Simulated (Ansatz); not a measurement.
# Corundum Cr2O3

The numbers are results of PBEsol-D3(BJ) (Ansatz, a first-principles code, PAW), not measurements.

Run with plane-wave cutoff 520 eV, 8×8×8 k mesh, Fermi–Dirac smearing 0.01 eV, spin-polarised with opposed moments, scalar-relativistic PAW data made under PBE.

Cell (relaxed at this level):

```yaml
crystal:
  lattice:
    - [4.77423, -2.40532, 0.05259]
    - [4.77423, 2.40532, 0.05259]
    - [3.51864, 0.00000, 4.02502]
  atoms:
    - { symbol: Cr, position: [0.84326, 0.84326, 0.84326], spin: -3.0 }
    - { symbol: Cr, position: [0.34326, 0.34326, 0.34326], spin: -3.0 }
    - { symbol: Cr, position: [0.15674, 0.15674, 0.15674], spin: 3.0 }
    - { symbol: Cr, position: [0.65674, 0.65674, 0.65674], spin: 3.0 }
    - { symbol: O, position: [0.43315, 0.06685, 0.75000] }
    - { symbol: O, position: [0.06685, 0.75000, 0.43315] }
    - { symbol: O, position: [0.56685, 0.93315, 0.25000] }
    - { symbol: O, position: [0.25000, 0.56685, 0.93315] }
    - { symbol: O, position: [0.93315, 0.25000, 0.56685] }
    - { symbol: O, position: [0.75000, 0.43315, 0.06685] }
```

```
Quantity                                                      Value
-----------------------------------------------  ------------------
bulk modulus B0                                             221 GPa
band gap                                         1.36 eV (indirect)
smallest direct gap on the k points sampled                 1.42 eV
Γ–Γ gap                                                     1.52 eV
magnetic moment (largest site, within a sphere)             2.08 μB
pressure derivative B′ of the bulk modulus                      3.0
```

Measured, for comparison: band gap 3.3 ± 0.1 eV (temperature not stated, not corrected to a static lattice, middle of the range; as tabulated in Medasani et al. (2019), arXiv:1904.04625); bulk modulus 234 GPa (temperature not stated, not corrected to a static lattice, our sources range from 206 to 245; as tabulated in Toher et al. (2017), arXiv:1611.05714). Computed (rounded) less measured: band gap -1.94 eV, bulk modulus not scored (sources differ).

Note: without U or exact exchange, gaps and moments of open d shells tend to come out too small; the bulk modulus comes from volumes at which shape and atoms were relaxed.

Spins in the cell block are starting values.

Moments are spin moments.

Computed values are for the static lattice.

Computing time: very roughly 40 core-minutes.
